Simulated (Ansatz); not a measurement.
A nudged elastic band was laid between two geometries of C4H7N (12 atoms, charge 0, multiplicity 1).

The calculation used Ansatz, RKS PBE0/def2-SVP.

* movable images: 5
* climbing image: yes
* spring: 2.0 to 10.0 eV/Å², energy-weighted
* optimiser: quadratic models (default)
* start path: through a guess of the saddle point
* force threshold: 0.05 eV/Å
* iteration limit: 60
* end points: relaxed

Initial state:

```xyz
12
Properties=species:S:1:pos:R:3
C -1.805 0.413 0.589
C -0.490 0.332 0.823
C 0.518 -0.156 -0.129
C 1.779 -0.397 0.293
N 0.077 -0.403 -1.420
H -2.492 0.793 1.349
H -2.247 0.077 -0.354
H -0.095 0.642 1.795
H 2.044 -0.268 1.343
H 2.554 -0.760 -0.387
H -0.578 0.282 -1.781
H 0.812 -0.607 -2.087
```

Final state:

```xyz
12
Properties=species:S:1:pos:R:3
C -1.765 0.593 0.555
C -0.519 0.199 0.848
C 0.523 -0.133 -0.132
C 1.801 -0.300 0.275
N 0.123 -0.194 -1.459
H -2.487 0.818 1.343
H -2.099 0.733 -0.477
H -0.214 0.110 1.895
H 2.071 -0.150 1.320
H 2.601 -0.547 -0.428
H -0.781 -0.629 -1.608
H 0.823 -0.555 -2.097
```

**Question.** What changes between the two ends?

**Answer.** No bond is made or broken. The height of N5 over the plane of its neighbours goes from 0.28 to -0.29 Å. The two ends are copies of one structure, up to a mirror image or an exchange of like atoms. The height can change sign by an inversion or by a turn that exchanges like atoms.

**Question.** What energy profile does the band end with?

**Answer.** It converged. The highest image is number 3 of 0 to 6, 5.8 kJ/mol above the ends, which have the same energy within 2 meV. Another band between the same ends (5 images) ends at a top of the same energy, where a vibrational analysis finds 1 clearly imaginary mode.

| image | path coordinate (Å) | energy (kJ/mol) | height of N5 over the plane of its neighbours (Å) |
| --- | --- | --- | --- |
| 0 | 0.00 | 0.0 | 0.28 |
| 1 | 0.37 | 1.4 | 0.25 |
| 2 | 0.56 | 4.2 | 0.12 |
| 3 | 0.70 | 5.8 | -0.02 |
| 4 | 0.89 | 3.9 | -0.19 |
| 5 | 1.15 | 1.6 | -0.26 |
| 6 | 1.60 | 0.0 | -0.29 |

**Question.** What is the geometry of the highest image?

**Answer.** 
```xyz
12
Properties=species:S:1:pos:R:3:forces:R:3
C -1.787 0.490 0.572 0.00 0.00 0.00
C -0.488 0.283 0.822 0.00 0.00 0.00
C 0.540 -0.138 -0.139 0.00 0.00 0.00
C 1.799 -0.361 0.308 0.00 0.00 0.00
N 0.161 -0.284 -1.446 0.00 -0.01 0.00
H -2.469 0.802 1.366 0.00 0.00 0.00
H -2.235 0.356 -0.417 0.00 0.00 0.00
H -0.116 0.429 1.840 0.00 0.00 0.00
H 2.036 -0.230 1.364 0.00 0.00 0.00
H 2.603 -0.679 -0.361 0.00 0.00 0.00
H -0.782 -0.103 -1.742 0.00 0.00 0.00
H 0.815 -0.621 -2.134 0.00 0.00 0.00
```

The band took 9 iterations and about 3 core-minutes.

The run took 98 s on 2 threads of AMD EPYC 7B13 (Zen 3), with other jobs on the host, peak memory 0.24 GiB.
